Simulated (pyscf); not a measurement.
Optimised with ωB97X-D3(BJ)/def2-SVP in PySCF.

Task: Estimate the classical barrier height and the reaction energy of Cl–Ge:–Cl [singlet] + hydrogen (H₂) -> hydrogen chloride (HCl) + Cl–GeH: [singlet] at ωB97M-D3(BJ)/def2-TZVP. The step runs on the singlet surface, breaks Cl–Ge, H–H and forms Cl–H, Ge–H; take the separated reactants as zero.

Result: ΔE‡ = 30.5 kcal/mol, ΔE = +28.5 kcal/mol. Zero-point energy shifts the barrier by +1.6 kcal/mol. It is a four-centre exchange, with an imaginary mode of 1061i cm⁻¹. On the product side the descent ends in a bound adduct, 8.1 kcal/mol under the separated species and 8.2 kcal/mol under the saddle at ωB97X-D3(BJ)/def2-TZVP. One saddle was located; it need not be the lowest between these sides. Elements up to Kr have no core potential and no relativistic terms here.
